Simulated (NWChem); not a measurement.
System: Li2; SMILES [Li][Li]

Results from NWChem. Pople sets run with spherical d functions. Each level has its own optimisation; frequencies are unscaled.

| level | r Li–Li (Å) | highest harmonic frequency (cm⁻¹) | zero-point energy (kcal/mol) |
|---|---|---|---|
| Hartree-Fock/STO-3G | 2.696 | 409 | 0.6 |
| Hartree-Fock/3-21G | 2.816 | 340 | 0.5 |
| Hartree-Fock/6-31G* | 2.811 | 340 | 0.5 |
| B3LYP/6-31G* | 2.727 | 342 | 0.5 |
| LDA (Slater exchange, VWN5)/def2-SVP | 2.775 | 326 | 0.5 |
| PBE/def2-SVP | 2.787 | 322 | 0.5 |
| BLYP/def2-SVP | 2.757 | 324 | 0.5 |
| PBE0/def2-SVP | 2.787 | 330 | 0.5 |
